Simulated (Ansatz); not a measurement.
**AlNH3 (quartet): the correlation ladder at distance Al1–H4 along a hydrogen transfer = 1.784 Å, cc-pVDZ**

One table from this session's results is given with a row withheld; the runs are named, their logs left out.

Method: cc-pVDZ, core rule «outside noble gas», up to 6 orbitals frozen; program: Ansatz 0.2.0, Gaussian basis.

The runs, in order: UHF; CCSD(T) on ROHF; CCSD(T) on UHF; BCCD(T) on ROHF; CISD; CCSDT(Q) on ROHF; CCSDT(Q) on UHF; CASSCF and MRCISD+Q, 5 electrons in 5 orbitals; CASSCF and NEVPT2, 5 electrons in 5 orbitals.

23 further runs of the same task are left out: 18 for a known fault of the program, 4 that didn't finish, 1 set aside as unsound or not needed.

## The system

The geometry derives from fragments relaxed apart (PBE0/def2-TZVP) and kept rigid, so it is no stationary point. A hydrogen atom is moved between rigid fragments.

5 atoms, charge 0, spin multiplicity 4.

Atoms are counted from 1 here; the program's logs count them from 0.

Bond lengths: Al1–H2 1.586 Å, Al1–H3 1.586 Å, Al1–H4 1.784 Å. Angles: H2–Al1–H3 120.0°, H2–Al1–H4 120.0°, H3–Al1–H4 120.0°.

As a file:

```xyz
5

Al   -1.0614    0.0000    0.0000
H    -1.8544    1.3734    0.0000
H    -1.8544   -1.3734    0.0000
H     0.7226    0.0000    0.0000
N     2.2596    0.0000    0.0000
```

Set-up of the first run:

in.yaml

```yaml
crystal:
  periodic: [false, false, false]
  atoms:
    - {symbol: Al, position_ang: [-1.061436, 0.000000, 0.000000]}
    - {symbol: H, position_ang: [-1.854360, 1.373384, 0.000000]}
    - {symbol: H, position_ang: [-1.854360, -1.373384, 0.000000]}
    - {symbol: H, position_ang: [0.722564, 0.000000, 0.000000]}
    - {symbol: N, position_ang: [2.259564, 0.000000, 0.000000]}
basis:
  gaussian: {orbitals: cc-pVDZ}
magnetization: {spin_polarized: true, initial_magnetization: 3}
hamiltonian: {xc: hf}
output: {orbitals: {seedname: orbitals}}
```

Started as:

```
$ ansatz run in.yaml --threads 1 --pin off --events-out ev --progress --plain --max-ram 2393MiB
```

Among the steps run: UHF; CCSD(T) on ROHF; CCSD(T) on UHF; BCCD(T) on ROHF; CISD; CCSDT(Q) on ROHF; CCSDT(Q) on UHF; CASSCF and MRCISD+Q, 5 electrons in 5 orbitals; CASSCF and NEVPT2, 5 electrons in 5 orbitals.

One of the session's tables, all rows but one given; the rest of the session is left out.

| method | from UCCSDT(Q) (meV) |
| --- | --- |
| ROHF | +5738.3 |
| UHF | +5536.1 |
| RMP2 | +1285.4 |
| UMP2 | +1248.3 |
| CISD | +487.0 |
| RCCSD | +113.2 |
| UCCSD | +109.6 |
| RCCSD(T) | +29.3 |
| UCCSD(T) | +27.6 |
| BCCD(T) | +28.8 |
| RCCSDT | +5.7 |
| UCCSDT | +3.9 |
| RCCSDT(Q) | +1.8 |
| UCCSDT(Q) | 0 |
| CASSCF pair | +5186.0 |
| NEVPT2 pair | ? |
| MRCISD pair | +406.2 |
| MRCISD+Q pair | +17.2 |

Estimate the missing values for NEVPT2 pair.

The run gave: from UCCSDT(Q) (meV): +1173.4. In the column «from UCCSDT(Q) (meV)» it lies between CISD (+487.0) and UMP2 (+1248.3).

Limits of these values: Restricted and unrestricted rows rest on different reference determinants; where their highest levels disagree by more than a few hundredths of an eV, they describe different states and don't form one ladder.
